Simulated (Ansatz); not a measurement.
One change: `CC=C=N` becomes `N=C=CCF`.

Ansatz, PBE0-D4/def2-TZVP geometries, multiplicity 1. Each molecule was computed in one conformer, which needn't be the lowest.

```
                                                                                  property  `CC=C=N`
                                                     HOMO–LUMO gap (B3LYP/def2-TZVPP) / eV      6.00
                                            zero-point energy (PBE0-D4/def2-TZVP) / kJ/mol     191.8
                                            size of the dipole moment (PBE/def2-TZVPP) / D      1.55
ideal-gas entropy at 298 K and 1 bar (rigid rotor, harmonic PBE0-D4/def2-TZVP) / J/(mol·K)       287
                                                        HOMO energy (PBE0/def2-TZVPP) / eV     -6.50
                                                     HOMO energy (ωB97M-V/def2-TZVPP) / eV     -8.68
```

Question: What does the change do to each property? (An estimate is asked.)

Answer: Ansatz gave: 
```csv
property,`N=C=CCF`,shift
HOMO–LUMO gap (B3LYP/def2-TZVPP) / eV,6.04,0.04
zero-point energy (PBE0-D4/def2-TZVP) / kJ/mol,173.4,-18.4
size of the dipole moment (PBE/def2-TZVPP) / D,2.06,0.51
"ideal-gas entropy at 298 K and 1 bar (rigid rotor, harmonic PBE0-D4/def2-TZVP) / J/(mol·K)",313,26
HOMO energy (PBE0/def2-TZVPP) / eV,-6.78,-0.28
HOMO energy (ωB97M-V/def2-TZVPP) / eV,-8.97,-0.29
```

Dipoles are sizes alone; their direction can turn.

B3LYP here is the variant with VWN-RPA as its local correlation; programs differ in this.
